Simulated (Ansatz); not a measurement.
# HF (singlet): the correlation ladder, 6-31G

Aim: climb from Hartree-Fock through coupled cluster and multireference methods for HF (singlet) at one geometry and basis, and see what each rung misses.

Computed with Ansatz 0.2.0, Gaussian basis. Level: 6-31G, core rule «outside noble gas», up to 1 orbitals frozen.

Plan: UHF; CCSD(T) on RHF; BCCD(T) on RHF; CISD; CCSDT(Q) on RHF; CISDTQ; CCSDTQ on RHF; CASSCF and MRCISD+Q, 8 electrons in 5 orbitals; CASSCF and NEVPT4(SD), 8 electrons in 5 orbitals; CASSCF and NEVPT2, 8 electrons in 5 orbitals; Full CI.

9 further runs of the same task are left out: 9 set aside as unsound or not needed.

**1. What is computed**

The geometry is an MP2(full)/6-31G* stationary point (not a proven minimum).

2 atoms, charge 0, spin multiplicity 1.

Atoms are counted from 1 here; the program's logs count them from 0.

Bond lengths: F1–H2 0.934 Å.

Geometry (Å):

```xyz
2
charge 0, multiplicity 1
F     0.0000    0.0000    0.0000
H     0.0000    0.0000    0.9339
```

**2. UHF**

Input file in.yaml:

```yaml
crystal:
  periodic: [false, false, false]
  atoms:
    - {symbol: F, position_ang: [0.000000, 0.000000, 0.000000]}
    - {symbol: H, position_ang: [0.000000, 0.000000, 0.933891]}
basis:
  gaussian: {orbitals: 6-31G}
magnetization: {spin_polarized: true, initial_magnetization: 0}
hamiltonian: {xc: hf}
output: {orbitals: {seedname: orbitals}}
```

On the command line:

```console
ansatz run in.yaml --threads 1 --pin off --events-out ev --progress --plain --max-ram 8192MiB --backend cpu
```

After this run come: CCSD(T) on RHF; BCCD(T) on RHF; CISD; CCSDT(Q) on RHF; CISDTQ; CCSDTQ on RHF; CASSCF and MRCISD+Q, 8 electrons in 5 orbitals; CASSCF and NEVPT4(SD), 8 electrons in 5 orbitals; CASSCF and NEVPT2, 8 electrons in 5 orbitals; Full CI.

**Question.** What will the summary of the whole plan be? Wanted: FCI below the RHF energy; RMP2 from FCI; RCCSD from FCI; RCCSD(T) from FCI; RCCSDT(Q) from FCI; NEVPT2 valence from FCI; NEVPT4(SD) valence from FCI; MRCISD+Q valence from FCI; T1 diagnostic.

**Answer**, as computed:

| quantity | value |
| --- | --- |
| FCI below the RHF energy | -3.6015 eV |
| RMP2 from FCI | +2.37 kcal/mol |
| RCCSD from FCI | +0.67 kcal/mol |
| RCCSD(T) from FCI | +0.27 kcal/mol |
| RCCSDT(Q) from FCI | -0.01 kcal/mol |
| NEVPT2 valence from FCI | +6.88 kcal/mol |
| NEVPT4(SD) valence from FCI | +1.61 kcal/mol |
| MRCISD+Q valence from FCI | +0.86 kcal/mol |
| levels within 1 kcal/mol (43 meV) | RCCSD, RCCSD(T), BCCD(T), RCCSDT, CISDTQ, RCCSDT(Q), RCCSDTQ, MRCISD+Q valence |
| T1 diagnostic | 0.006 |
| effectively unpaired electrons | 0.01 |

RCCSD(T) misses by +0.27 kcal/mol, 0.3 % of the correlation energy. One determinant dominates. Of the multireference levels listed MRCISD+Q valence comes nearest in total energy (+0.86 kcal/mol), which doesn't show that its space is the better one. These misses are within one basis, not against nature.
